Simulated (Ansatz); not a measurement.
C4H9N can be A, `CC(C)C=N`, or B, `C=C(C)CN`.

Calculated with Ansatz (gas phase, PBE0-D4/def2-TZVP geometries, no zero-point term in ΔE). CCSD(T)/CBS is the MP2 limit (def2-TZVPP, def2-QZVPP) plus CCSD(T) − MP2 in def2-TZVPP, frozen cores. DFT in def2-TZVPP. B3LYP here is the variant with VWN-RPA as its local correlation; programs differ in this. Each species was taken in one conformer, which may not be the lowest.

A:

Z-matrix (Å, degrees):
```
C
C 1 1.528
H 1 1.092 2 110.8
H 1 1.093 2 111.4 3 120.2
H 1 1.093 2 110.6 3 -119.8
C 2 1.517 1 111.9 3 59.6
C 2 1.505 1 109.3 3 -173.6
H 2 1.100 1 107.3 3 -59.5
H 6 1.093 2 111.9 1 -177.7
H 6 1.092 2 110.4 1 -57.9
H 6 1.094 2 111.2 1 61.2
N 7 1.262 2 129.1 1 -124.3
H 7 1.097 2 114.2 1 55.0
H 12 1.022 7 110.9 2 -0.5
```

B:

```xyz
14

C    -0.958   -0.526    1.421
C    -0.047   -0.116    0.545
C     0.949    0.955    0.850
C     0.029   -0.722   -0.828
N    -0.169    0.296   -1.853
H    -1.670   -1.307    1.171
H    -1.020   -0.103    2.418
H     1.968    0.556    0.800
H     0.793    1.378    1.843
H     0.890    1.752    0.105
H    -0.679   -1.561   -0.887
H     1.033   -1.139   -0.972
H    -1.128    0.621   -1.840
H     0.009   -0.084   -2.774
```

Which is lower in electronic energy at CCSD(T)/CBS, and by how much? (An estimate is asked.)

Computed: A, by 21.5 kJ/mol.

Give E(B) − E(A) in kJ/mol with B3LYP-D4, MP2/def2-TZVPP, r2SCAN-D4, ωB97M-V, CCSD(T)/def2-TZVPP, PBE-D4, PBE0-D4. (An estimate is asked.)

The calculation gave: B3LYP-D4 19.7, MP2/def2-TZVPP 23.4, r2SCAN-D4 23.5, ωB97M-V 21.8, CCSD(T)/def2-TZVPP 25.2, PBE-D4 22.0, PBE0-D4 20.3. None reverses the order clearly.

Largest T1 diagnostic: 0.011.
